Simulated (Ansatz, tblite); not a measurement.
## 2H WS₂: properties by level of theory

Reference values: lattice constant a 3.153 Å (measured, 300 K, not corrected to a static lattice; as tabulated in arXiv:1605.07067); lattice parameter c 12.323 Å (measured, 300 K, no zero-point or thermal correction; as tabulated in arXiv:1605.07067).

| level (code) | equilibrium lattice constant a (Å) | lattice parameter c (Å) |
|---|---|---|
| GFN2-xTB (tblite) | 3.207 | 11.787 |
| PBE (Ansatz) | 3.188 | 14.888 |
| RPBE (Ansatz) | 3.211 | 16.442 |
| PBE-D3(BJ) (Ansatz) | 3.154 | 12.140 |
| rVV10 (Ansatz) | 3.214 | 12.480 |

Differences from the reference values (errors of the level alone only where the reference is corrected to a static lattice):

```tsv
level	lattice constant a (%)	lattice parameter c (%)
GFN2-xTB	+1.71	-4.35
PBE	+1.11	+21
RPBE	+1.84	+33
PBE-D3(BJ)	+0.03	-1.49
rVV10	+1.93	+1.27
```

Nearest: lattice constant a, not ranked (reference at room or unstated temperature); lattice parameter c, not ranked (reference at room or unstated temperature). Values with a doubt, or to which a potential was fitted, aren't ranked.

Caveats: for a layered or molecular solid the relaxed cell lies over 5 % above the published volume, where the minimum can be shallow (PBE, RPBE); the cell comes from a level without a dispersion term, which matters for the spacing of layers, chains or molecules (PBE, RPBE); the cell has another shape than the first-principles one, perhaps another minimum in the same group (GFN2-xTB); the method was fitted mainly to molecules (GFN2-xTB); the run uses a supercell at the zone centre in place of a k mesh (GFN2-xTB). Ansatz's density-functional and Hartree–Fock values are scalar-relativistic unless marked +SOC, with PAW data made under PBE.

The crystal itself was run without spin with PBE, RPBE, PBE-D3(BJ), rVV10; a magnetic state was not tried in these runs.

Differences are worked out from the printed values.

The computed numbers hold no vibrational or temperature effects.

Ansatz is a first-principles code.
